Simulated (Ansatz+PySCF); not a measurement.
The numbers below are computed, except where a source is named.
A run of PySCF 2.14.0 on doublet HF(+) at this shape:

```yaml
atoms:
  - { symbol: F, position_ang: [0.0000, 0.0000, -0.5182] }
  - { symbol: H, position_ang: [0.0000, 0.0000, 0.5182] }
```

Its results:

```yaml
Converged: yes
Reference_energy: -99.53490 hartree
Correlation_energy: -0.20498 hartree
Total_energy: -99.73988 hartree
Spin_squared_of_the_determinant: 0.755
```

Problem. Which input gives this output? Name the method, the orbitals and the basis set, and write the input.

Solution. UHF-MP2 in cc-pVTZ.

```python
from pyscf import gto, scf, mp

mol = gto.M(atom="""
F 0.000000 0.000000 -0.518220
H 0.000000 0.000000 0.518220
""", basis='cc-pvtz', charge=1, spin=1)
mf = scf.UHF(mol)
mf.kernel()
pt = mp.MP2(mf, frozen=1).run()
print(mf.e_tot, pt.e_corr, pt.e_tot)
```
